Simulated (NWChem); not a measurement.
Everything below was run with NWChem. System: sulfur dioxide (O2S), charge 0, spin multiplicity 1, at a geometry optimised with PBE0/def2-SVP. Level: PBE/def2-TZVP.

Input file:

```
start mol
memory heap 200 mb stack 900 mb global 1100 mb
geometry units angstroms nocenter noautoz
  O      1.250381     0.000000    -0.371341
  S      0.000000     0.000000     0.371341
  O     -1.250381     0.000000    -0.371341
  symmetry group C2v
end
basis spherical
  * library def2-tzvp
end
dft
  xc xpbe96 cpbe96
  semidirect memsize 60000000 filesize 0
  iterations 100
end
task dft energy
```

NWChem printed:

```
             Northwest Computational Chemistry Package (NWChem) 7.3.0
             --------------------------------------------------------

                                NWChem Input Module
                                -------------------

 Scaling coordinates for geometry "geometry" by  1.889725989
 (inverse scale =  0.529177249)

 Turning off AUTOSYM since
 SYMMETRY directive was detected!

                             Geometry "geometry" -> ""
                             -------------------------

 Output coordinates in angstroms (scale by  1.889725989 to convert to a.u.)

  No.       Tag          Charge          X              Y              Z
 ---- ---------------- ---------- -------------- -------------- --------------
    1 O                    8.0000     1.25038100     0.00000000    -0.37134100
    2 S                   16.0000     0.00000000     0.00000000     0.37134100
    3 O                    8.0000    -1.25038100     0.00000000    -0.37134100

 Effective nuclear repulsion energy (a.u.)     106.6928283177

            Nuclear Dipole moment (a.u.)
            ----------------------------
        X                 Y               Z
 ---------------- ---------------- ----------------
     0.0000000000     0.0000000000     0.0000000000

      Symmetry information
      --------------------

 Group name             C2v
 Group number             16
 Group order               4
 No. of unique centers     2

      Symmetry unique atoms

     1    2


 Summary of "ao basis" -> "" (spherical)
 ------------------------------------------------------------------------------
       Tag                 Description            Shells   Functions and Types
 ---------------- ------------------------------  ------  ---------------------
 *                         def2-tzvp                  on all atoms

  pbe96 is a nonlocal functional; adding pw91lda local functional.

                                 NWChem DFT Module
                                 -----------------

 Summary of "ao basis" -> "ao basis" (spherical)
 ------------------------------------------------------------------------------
       Tag                 Description            Shells   Functions and Types
 ---------------- ------------------------------  ------  ---------------------
 O                         def2-tzvp                11       31   5s3p2d1f
 S                         def2-tzvp                13       37   5s5p2d1f

 Summary of "ao basis" -> "ao basis" (spherical)
 ------------------------------------------------------------------------------
       Tag                 Description            Shells   Functions and Types
 ---------------- ------------------------------  ------  ---------------------
 O                         def2-tzvp                11       31   5s3p2d1f
 S                         def2-tzvp                13       37   5s5p2d1f

      Symmetry analysis of basis
      --------------------------

        a1         37
        a2         13
        b1         30
        b2         19

            General Information
            -------------------
          SCF calculation type: DFT
          Wavefunction type:  closed shell.
          No. of atoms     :     3
          No. of electrons :    32
           Alpha electrons :    16
            Beta electrons :    16
          Charge           :     0
          Spin multiplicity:     1
          Use of symmetry is: on ; symmetry adaption is: on
          Maximum number of iterations: 100
          AO basis - number of functions:    99
[...]
 d= 0,ls=0.0,diis     3   -548.3872894368 -8.27D-01  2.39D-03  1.72D-01     0.9
 d= 0,ls=0.0,diis     4   -548.3994551486 -1.22D-02  1.07D-03  2.50D-02     1.0
 d= 0,ls=0.0,diis     5   -548.4018304007 -2.38D-03  7.84D-05  2.69D-04     1.1
  Resetting Diis
 d= 0,ls=0.0,diis     6   -548.4018491581 -1.88D-05  1.15D-05  7.35D-06     1.1
 d= 0,ls=0.0,diis     7   -548.4018498395 -6.81D-07  7.67D-06  1.92D-07     1.2

         Total DFT energy =     -548.401849839459
      One electron energy =     -967.958002799792
           Coulomb energy =      355.414441655290
    Exchange-Corr. energy =      -42.551117012656
 Nuclear repulsion energy =      106.692828317700

 Numeric. integr. density =       32.000002259200

     Total iterative time =      1.0s

                  Occupations of the irreducible representations
                  ----------------------------------------------

                     irrep           alpha         beta
                     --------     --------     --------
                     a1                8.0          8.0
                     a2                1.0          1.0
                     b1                5.0          5.0
                     b2                2.0          2.0

                       DFT Final Molecular Orbital Analysis
                       ------------------------------------

 Vector   14  Occ=2.000000D+00  E=-3.386375D-01  Symmetry=a2
              MO Center=  1.6D-14,  2.1D-15, -3.1D-01, r^2= 2.1D+00
   Bfn.  Coefficient  Atom+Function         Bfn.  Coefficient  Atom+Function
  ----- ------------  ---------------      ----- ------------  ---------------
     7      0.334245  1 O  py                75     -0.334245  3 O  py
    10      0.274846  1 O  py                78     -0.274846  3 O  py
    13      0.185168  1 O  py                81     -0.185168  3 O  py
    57      0.095986  2 S  d -2              52      0.092246  2 S  d -2

 Vector   15  Occ=2.000000D+00  E=-3.140518D-01  Symmetry=b1
              MO Center= -7.9D-14, -2.3D-15, -2.4D-01, r^2= 2.2D+00
   Bfn.  Coefficient  Atom+Function         Bfn.  Coefficient  Atom+Function
  ----- ------------  ---------------      ----- ------------  ---------------
     6      0.252954  1 O  px                74      0.252954  3 O  px
     8      0.229003  1 O  pz                76     -0.229003  3 O  pz
     9      0.206555  1 O  px                77      0.206555  3 O  px
    11      0.191258  1 O  pz                79     -0.191258  3 O  pz
    12      0.139136  1 O  px                80      0.139136  3 O  px

 Vector   16  Occ=2.000000D+00  E=-2.915458D-01  Symmetry=a1
              MO Center=  1.0D-13, -2.5D-15, -3.6D-02, r^2= 2.1D+00
   Bfn.  Coefficient  Atom+Function         Bfn.  Coefficient  Atom+Function
  ----- ------------  ---------------      ----- ------------  ---------------
    36      0.487637  2 S  s                  8     -0.300284  1 O  pz
    76     -0.300284  3 O  pz                11     -0.244110  1 O  pz
    79     -0.244110  3 O  pz                48      0.194163  2 S  pz
    14     -0.192858  1 O  pz                82     -0.192858  3 O  pz
    35      0.148217  2 S  s                 34     -0.130213  2 S  s

 Vector   17  Occ=0.000000D+00  E=-1.632880D-01  Symmetry=b2
              MO Center=  1.1D-14, -2.1D-15,  1.5D-01, r^2= 2.0D+00
   Bfn.  Coefficient  Atom+Function         Bfn.  Coefficient  Atom+Function
  ----- ------------  ---------------      ----- ------------  ---------------
    47      0.478155  2 S  py                50      0.390162  2 S  py
     7     -0.271234  1 O  py                75     -0.271234  3 O  py
    13     -0.238961  1 O  py                81     -0.238961  3 O  py
    10     -0.221685  1 O  py                78     -0.221685  3 O  py
    44      0.203771  2 S  py                38     -0.160762  2 S  py

 Vector   18  Occ=0.000000D+00  E= 1.250677D-03  Symmetry=a1
              MO Center=  1.9D-14,  1.3D-15,  1.9D-01, r^2= 2.4D+00
   Bfn.  Coefficient  Atom+Function         Bfn.  Coefficient  Atom+Function
  ----- ------------  ---------------      ----- ------------  ---------------
    36      1.498765  2 S  s                 51     -0.934430  2 S  pz
     5     -0.665310  1 O  s                 73     -0.665310  3 O  s
    12      0.446157  1 O  px                80     -0.446157  3 O  px
    48     -0.437942  2 S  pz                 6      0.217324  1 O  px
    74     -0.217324  3 O  px                 9      0.203694  1 O  px

 Vector   19  Occ=0.000000D+00  E= 2.550744D-02  Symmetry=b1
              MO Center=  1.3D-14,  2.5D-16,  6.2D-01, r^2= 2.7D+00
   Bfn.  Coefficient  Atom+Function         Bfn.  Coefficient  Atom+Function
  ----- ------------  ---------------      ----- ------------  ---------------
    49      1.440365  2 S  px                 5     -0.886332  1 O  s
    73      0.886332  3 O  s                 46      0.486418  2 S  px
    14     -0.344561  1 O  pz                82      0.344561  3 O  pz
     8     -0.190790  1 O  pz                76      0.190790  3 O  pz
    12      0.182260  1 O  px                80      0.182260  3 O  px

 center of mass
 --------------
 x =   0.00000000 y =   0.00000000 z =  -0.00019474

 moments of inertia (a.u.)
 ------------------
          31.496676617860           0.000000000000           0.000000000000
           0.000000000000         210.101917968322           0.000000000000
           0.000000000000           0.000000000000         178.605241350462

     Multipole analysis of the density
     ---------------------------------

     L   x y z        total         alpha         beta         nuclear
     -   - - -        -----         -----         ----         -------
     0   0 0 0     -0.000000    -16.000000    -16.000000     32.000000

     1   1 0 0     -0.000000     -0.000000     -0.000000      0.000000
     1   0 1 0     -0.000000     -0.000000     -0.000000      0.000000
     1   0 0 1      0.635192      0.317596      0.317596      0.000000

     2   2 0 0    -19.783152    -54.557095    -54.557095     89.331039
     2   1 1 0      0.000000      0.000000      0.000000      0.000000
     2   1 0 1      0.000000      0.000000      0.000000      0.000000
     2   0 2 0    -15.440003     -7.720002     -7.720002      0.000000
     2   0 1 1      0.000000      0.000000      0.000000      0.000000
     2   0 0 2    -16.777301    -16.267512    -16.267512     15.757723

 Task  times  cpu:        1.2s     wall:        1.2s

 Total times  cpu:        1.2s     wall:        1.2s
```
